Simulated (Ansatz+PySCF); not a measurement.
The numbers below are computed, except where a source is named.
A run of Ansatz (development build ahead of 0.2.0) on triplet O₂ at this shape:

```xyz
2

O     0.0000    0.0000   -1.4853
O     0.0000    0.0000    1.4853
```

Its results:

| Item | Value |
| --- | --- |
| Converged | yes |
| Reference energy | -147.46689 hartree |
| Correlation energy | -0.01445 hartree |
| Total energy | -147.48135 hartree |
| Spin squared of the determinant | 2.000 |
| Stability test | minimum among restricted orbitals |

Forces (eV/Å):
```
atom     Fx     Fy      Fz
  O1  0.000  0.000   0.060
  O2  0.000  0.000  -0.060
```

Question: Which input gives this output? Name the method, the orbitals and the basis set, and write the input.

Answer: ROHF-MP2 in STO-3G.

```yaml
crystal:
  periodic: [false, false, false]
  atoms:
    - { symbol: O, position_ang: [0.0, 0.0, -1.48534] }
    - { symbol: O, position_ang: [0.0, 0.0, 1.48534] }
basis:
  gaussian: { orbitals: STO-3G }
magnetization:
  initial_magnetization: 2
hamiltonian:
  xc: hf
correlation:
  method: mp2
  frozen_orbitals: { O: 1 }
output:
  forces: true
```

Caution: large amplitudes, a single reference is doubtful; an unrestricted determinant lies well below; the determinant may break the point group.
